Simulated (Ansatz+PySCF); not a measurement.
singlet N₂: levels of theory in one basis

```xyz
2

N     0.0000    0.0000   -1.0978
N     0.0000    0.0000    1.0978
```

Basis set: 6-31G (spherical functions). Correlated methods keep 2 orbitals frozen. Charge 0, multiplicity 1.

Computed with Ansatz (development build ahead of 0.2.0); each method stands on the lowest determinant of its kind that the runs found. NEVPT2 correlates all electrons. Active spaces start from the frontier orbitals, and the lowest solution found is given.

```json
{"method": "RHF", "E − E(RHF) (eV)": "0.00", "<S²> of the determinant": "0.00"}
{"method": "UHF", "E − E(RHF) (eV)": "-9.59", "<S²> of the determinant": "2.89"}
{"method": "RHF-MP2", "E − E(RHF) (eV)": "-4.91", "<S²> of the determinant": "–"}
{"method": "UHF-MP2", "E − E(RHF) (eV)": "-11.17", "<S²> of the determinant": "2.89"}
{"method": "RHF-CCSD", "E − E(RHF) (eV)": "-6.34", "<S²> of the determinant": "–"}
{"method": "RHF-CCSD(T)", "E − E(RHF) (eV)": "-6.89", "<S²> of the determinant": "–"}
{"method": "UHF-CCSD(T)", "E − E(RHF) (eV)": "-11.78", "<S²> of the determinant": "2.89"}
{"method": "UHF-CCSDT(Q)", "E − E(RHF) (eV)": "-11.87", "<S²> of the determinant": "2.89"}
{"method": "CASSCF(10,8)", "E − E(RHF) (eV)": "-9.79", "<S²> of the determinant": "–"}
{"method": "SC-NEVPT2(10,8)", "E − E(RHF) (eV)": "-11.33", "<S²> of the determinant": "–"}
```

(1) What does full CI (lowest root of this spin) give on the same scale?

(2) Is a single determinant a sound starting point here?

Results:

(1) -11.94 eV.

At such a shape the full CI root can have another spatial symmetry than the determinants, so the rows needn't describe one state.

(2) It is doubtful. Unrestricted orbitals lower Hartree–Fock by 9.59 eV and <S²> is 2.89 where a pure state has 0.00, a sign of strong static correlation. The CASSCF(10,8) natural occupations are 2.00, 2.00, 1.47, 1.17, 1.17, 0.83, 0.83, 0.53.

Caution for RHF, RHF-MP2, RHF-CCSD, RHF-CCSD(T): an unrestricted determinant lies well below. Caution for RHF, UHF, RHF-MP2, UHF-MP2, RHF-CCSD, RHF-CCSD(T), UHF-CCSD(T), UHF-CCSDT(Q): the determinant breaks the point group. Caution for UHF, UHF-MP2, UHF-CCSD(T), UHF-CCSDT(Q): the unrestricted determinant is a mixture of spin states. Caution for RHF-MP2, RHF-CCSD, RHF-CCSD(T): large amplitudes, a single reference is doubtful. Caution for RHF-MP2, UHF-MP2: another reference gives a lower total. Caution for UHF-MP2, UHF-CCSD(T), UHF-CCSDT(Q): bonds are stretched, where a single reference can fail. Caution for RHF-CCSD(T): the amplitudes may be one of several solutions. Caution for UHF-CCSD(T): the program doubts this total.
